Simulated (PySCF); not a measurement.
NMR data simulated for an unnamed compound:

$^{1}$H NMR (300 MHz, computed): δ 2.48 (s, 6H).

$^{13}$C{$^{1}$H} NMR (computed): δ 42.7 (CH3).

- coordinates at the PBE0-D3(BJ)/def2-TZVP level
- shieldings: GIAO B97-2/pcSseg-2
- run in PySCF 2.14.0 with density-fitted response routines
- one computed conformer, one averaged value for each set of equivalent atoms, no solvent, non-relativistic

δ = σ(ref) − σ, references computed at the same level: TMS for $^{1}$H (σ = 31.64 ppm), $^{13}$C (σ = 185.38 ppm).

Q: Which of these does the molecule contain: an S-methyl group, a Si–H bond, an N-methyl group, a methoxy group?

A: 
- An S-methyl group: yes (δC 42.7; δH 2.48 (s)).
- A Si–H bond: no.
- An N-methyl group: no.
- A methoxy group: no.

The data belong to SMILES CS(C)(=O)=O, C₂H₆O₂S; they needn't prove each group on their own.

Carbon signals by region: 1 below 50 ppm.

Shifts are as computed. Against solution values, carbons near 30 ppm lie about +3 ppm off and those near 130 ppm about +7 ppm. Of 1211 compounds with measured shifts, 218 miss one by over three times the rms of a fit or turn the order of signals round; such compounds aren't used in these exercises.
